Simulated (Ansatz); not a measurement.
`OC(F)F` → H• + `[O]C(F)F`•  (homolysis of the H–O bond)

Program: Ansatz. Geometries: PBE0-D4/def2-TZVP. ΔE: electronic, gas phase. CCSD(T)/CBS adds triple-zeta CCSD(T) − MP2 to the extrapolated MP2 energy (def2 sets, frozen cores). This one scheme is used for every species, atoms too. Functionals use def2-TZVPP. B3LYP here is the variant with VWN-RPA as its local correlation; programs differ in this. Open shells (•) are unrestricted, without spin–orbit coupling. One conformer a species, not always the lowest.

`OC(F)F`:

```xyz
6

O    -0.521    0.935    0.204
C     0.075   -0.272    0.188
F     1.383   -0.175   -0.156
F    -0.487   -1.089   -0.737
H    -0.443    1.332   -0.673
H    -0.008   -0.730    1.174
```

`[O]C(F)F`•:

```xyz
5

O    -1.063   -0.689    0.390
C     0.005   -0.010    0.017
F     0.482   -0.363   -1.192
F    -0.179    1.324   -0.014
H     0.755   -0.262    0.800
```

```
           level  ΔE (eV)  difference from CCSD(T)/CBS
        B3LYP-D4     5.11                        -0.27
            BLYP     4.99                        -0.39
            PBE0     5.05                        -0.33
           B3LYP     5.10                        -0.28
           BHLYP     5.00                        -0.38
       CAM-B3LYP     5.17                        -0.21
CCSD(T)/def2-SVP     5.03                        -0.35
  MP2/def2-TZVPP     5.45                         0.07
 CCSD/def2-TZVPP     5.19                        -0.19
    HF/CBS(def2)     3.82                        -1.56
     CCSD(T)/CBS     5.38                            0
```

Largest T1 diagnostic among the species: 0.016.

At CCSD(T), def2-SVP lies −0.35 eV from the extrapolated value and def2-TZVPP −0.14 eV: correlation converges slowly with the basis, and small sets miss more of it in the bonded molecule than in its fragments. Leaving LDA and LC-ωPBE aside and taking each functional with its dispersion term where it has one, the values, not all of them listed here, spread over 0.28 eV, from revPBE-D4 to ωB97M-V. LDA lies +0.66 eV from PBE without D4, its usual overbinding.
